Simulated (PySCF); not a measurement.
A PySCF script (with the pyscf-properties extension) for the NMR shieldings of `InChI=1S/C3H8O2/c1-4-3-5-2/h3H2,1-2H3`, on a GFN2-xTB, dihedral held geometry:

```python
import basis_set_exchange as bse
import numpy as np
from pyscf import gto, dft
from pyscf.prop import nmr

atoms = """
C    -1.746012    1.242291    1.357802
O    -0.869110    0.371633    0.694864
C     0.108553    1.048251   -0.056881
O     0.946527    0.157526   -0.689939
C     1.731581   -0.619753    0.194611
H    -1.207795    1.880310    2.070866
H    -2.456665    0.616577    1.892578
H    -2.281155    1.883400    0.647021
H     0.676576    1.729686    0.616428
H    -0.362643    1.647131   -0.852943
H     2.370631    0.024055    0.811293
H     1.100505   -1.231574    0.843597
H     2.348837   -1.258971   -0.432395
"""
names = dict.fromkeys(["C", "O", "H"], "pcSseg-1")
basis = {el: gto.basis.parse(bse.get_basis(n, elements=[el], fmt="nwchem")) for el, n in names.items()}
mol = gto.M(atom=atoms, basis=basis, charge=0, verbose=0)
mf = dft.RKS(mol, xc="PBE0")
mf.grids.level = 2
mf.grids.alignment = dft.numint.BLKSIZE   # the property module wants whole blocks of grid points
mf.conv_tol = 1e-9
mf.kernel()

calc = nmr.RKS(mf)   # GIAO
C = mf.mo_coeff
Co = C[:, mf.mo_occ > 0]
resp = mf.gen_response(singlet=True, hermi=2)
def vind(x):   # induced exchange potential for any number of trial vectors
    d = np.einsum("pi,xij,qj->xpq", C, 2 * x.reshape(-1, C.shape[1], Co.shape[1]), Co, optimize=True)
    return np.einsum("xpq,pi,qj->xij", resp(d - d.transpose(0, 2, 1)), C, Co, optimize=True).ravel()
mo1, _ = nmr.rhf.solve_mo1(calc, with_cphf=vind)
sigma = calc.kernel(mo1)
for i, s in enumerate(sigma):   # ppm
    w = np.linalg.eigvalsh((s + s.T) / 2)
    print("%2d %-2s iso %8.1f  s11 %8.1f  s22 %8.1f  s33 %8.1f" % (i, mol.atom_pure_symbol(i), w.mean(), *w))
```

**Question.** What are the results?

**Answer.** 
```
 0 C  iso    131.9  s11    101.4  s22    110.3  s33    184.1
 1 O  iso    294.1  s11    252.7  s22    283.1  s33    346.5
 2 C  iso     83.5  s11     55.7  s22     79.1  s33    115.6
 3 O  iso    280.4  s11    215.4  s22    298.8  s33    327.0
 4 C  iso    128.3  s11     92.6  s22    110.1  s33    182.2
 5 H  iso     28.6  s11     24.7  s22     26.5  s33     34.5
 6 H  iso     27.9  s11     24.1  s22     25.7  s33     33.8
 7 H  iso     28.6  s11     24.8  s22     26.2  s33     34.7
 8 H  iso     27.3  s11     23.7  s22     27.6  s33     30.7
 9 H  iso     26.8  s11     22.8  s22     27.1  s33     30.5
10 H  iso     28.7  s11     25.4  s22     26.4  s33     34.2
11 H  iso     27.7  s11     23.2  s22     27.0  s33     33.0
12 H  iso     28.0  s11     24.2  s22     25.9  s33     33.8
```

These numbers come from an equivalent density-fitted implementation of the same equations, which agrees with the script to about 0.01 ppm for H and up to a few tenths of a ppm for heavy atoms, so last digits may differ.

The geometry is no minimum: GFN2-xTB, dihedral held.

Size and cost of the density-fitted run: 125 basis functions, 9.7 s wall time on 1 thread of an Arm Neoverse V1, shared host.
